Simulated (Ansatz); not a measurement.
**AlMgH (triplet): wave-function methods side by side, def2-TZVPP**

An exercise on one series of results from a longer session: the logs are not shown, and one member is left open.

Method: def2-TZVPP, core rule «outside noble gas», up to 10 orbitals frozen; program: Ansatz 0.2.0, Gaussian basis.

Plan: UHF; ROHF; CCSD(T) on UHF.

2 further runs of the same task are left out: 2 set aside as unsound or not needed.

## The geometry

The geometry is a PBE0/def2-TZVP stationary point (not a proven minimum).

3 atoms, charge 0, spin multiplicity 3.

Atoms are counted from 1 here; the program's logs count them from 0.

Bond lengths: Al1–H3 1.606 Å.

Coordinates:

```xyz
3

Al    0.0000    0.0000    0.3567
Mg    0.0000    0.0000   -2.3191
H     0.0000    0.0000    1.9624
```

The first run:

in.yaml reads:

```yaml
crystal:
  periodic: [false, false, false]
  atoms:
    - {symbol: Al, position_ang: [0.000000, 0.000000, 0.356700]}
    - {symbol: Mg, position_ang: [0.000000, 0.000000, -2.319100]}
    - {symbol: H, position_ang: [0.000000, 0.000000, 1.962400]}
basis:
  gaussian: {orbitals: def2-TZVPP}
magnetization: {spin_polarized: true, initial_magnetization: 2}
hamiltonian: {xc: hf}
output: {orbitals: {seedname: orbitals}}
```

On the command line:

```sh
$ ansatz run in.yaml --threads 1 --pin off --events-out ev --progress --plain --max-ram 4096MiB --backend cpu
```

Among the steps run: UHF; ROHF; CCSD(T) on UHF.

One of the session's tables, all rows but one given; the rest of the session is left out.

```
  method  from UCCSD(T) (meV)
    ROHF              +2898.2
     UHF                    ?
    UMP2               +742.0
   UCCSD                +95.4
UCCSD(T)                    0
```

Q: Estimate the row for UHF from the others.

As computed: from UCCSD(T) (meV): +2775.3. In the column «from UCCSD(T) (meV)» it lies between UMP2 (+742.0) and ROHF (+2898.2).

With the free atoms at the same levels and basis (separate runs), the atomisation energy is 2.439 eV at UCCSD(T), 1.951 eV at ROHF.
